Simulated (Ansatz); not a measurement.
Steps of a relaxation of CH₂N₂, SMILES `N#CN` with RKS PBE-D4/def2-SVP.

```sh
$ ansatz run in.yaml --threads 4 --pin off --events-out ev --progress --plain --max-ram 10444MiB
```

```yaml
crystal:
  periodic: [false, false, false]
  atoms:
    - {symbol: N, position_ang: [0.492400, -1.335300, 1.374700]}
    - {symbol: C, position_ang: [0.219200, -0.554000, 0.502100]}
    - {symbol: N, position_ang: [-0.079800, 0.313000, -0.491600]}
    - {symbol: H, position_ang: [-0.840300, 0.224100, -1.016700]}
    - {symbol: H, position_ang: [0.258400, 1.278600, -0.409900]}
basis:
  gaussian: {orbitals: def2-SVP}
hamiltonian: {xc: pbe, dispersion: d4}
relax: {f_tol: 0.03, max_steps: 200}
```

Positions (Å) and forces (eV/Å) along the path, 6 of 6 steps:

```xyz
5
step=1 energy=-4040.6605 eV
N     0.492   -1.335    1.375   -0.533    1.674   -1.896
C     0.219   -0.554    0.502    0.155   -1.127    1.214
N    -0.080    0.313   -0.492    4.887    0.568    3.522
H    -0.840    0.224   -1.017   -4.564   -0.873   -2.952
H     0.258    1.279   -0.410    0.055   -0.242    0.111
5
step=2 energy=-4040.9289 eV
N     0.487   -1.316    1.360    0.040    0.011   -0.043
C     0.226   -0.549    0.505   -0.247    0.065   -0.102
N    -0.056    0.311   -0.482    0.963    0.281    0.461
H    -0.882    0.207   -1.040   -0.757   -0.276   -0.355
H     0.275    1.274   -0.384    0.001   -0.081    0.039
5
step=3 energy=-4040.9429 eV
N     0.480   -1.312    1.359    0.047   -0.032   -0.004
C     0.228   -0.547    0.500   -0.161   -0.032    0.060
N    -0.038    0.309   -0.491    0.241    0.184   -0.108
H    -0.893    0.200   -1.034   -0.124   -0.115    0.030
H     0.274    1.275   -0.375   -0.003   -0.005    0.021
5
step=4 energy=-4040.9477 eV
N     0.471   -1.308    1.358    0.035   -0.026   -0.017
C     0.229   -0.545    0.494   -0.076   -0.058    0.149
N    -0.017    0.306   -0.507   -0.080    0.093   -0.275
H    -0.900    0.195   -1.019    0.130   -0.013    0.127
H     0.267    1.278   -0.368   -0.009    0.004    0.016
5
step=5 energy=-4040.9501 eV
N     0.465   -1.306    1.357    0.022   -0.025   -0.011
C     0.229   -0.544    0.491   -0.022   -0.013    0.108
N    -0.002    0.303   -0.522   -0.124    0.022   -0.184
H    -0.902    0.193   -1.005    0.129    0.022    0.075
H     0.260    1.280   -0.363   -0.005   -0.006    0.012
5
step=6 energy=-4040.9509 eV
N     0.465   -1.306    1.356    0.001   -0.001    0.000
C     0.226   -0.542    0.494   -0.004    0.012   -0.011
N     0.003    0.300   -0.530    0.001   -0.004    0.006
H    -0.900    0.196   -1.000    0.002   -0.002    0.003
H     0.256    1.278   -0.361    0.001   -0.004    0.002
```

Hardware: 4 threads of an Arm Neoverse N1 on a shared host. Wall time 3.1 s, peak host memory 0.12 GiB.
